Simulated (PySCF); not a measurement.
Method: B3LYP-D3(BJ)/def2-TZVP run with PySCF 2.14.0. Gas-phase values, no solvent. B3LYP has the VWN-RPA correlation part, as in Gaussian. Delta-SCF ions had no search for a lower state. 

Reference species (SMILES): `CC` (neutral, multiplicity 1).

| Property | Result |
|---|---|
| HOMO | -9.41 eV |
| vertical ionisation energy (Delta-SCF) | 12.25 eV |

Changed species: `[C-]#[N+]CC` (X = isocyano; the reference has X = H).

Task: Predict the effect on the HOMO and vertical ionisation energy (Delta-SCF).

Result: the HOMO increases by 1.05 eV, to -8.36 eV; the vertical ionisation energy (Delta-SCF) drops by 1.04 eV, to 11.21 eV.
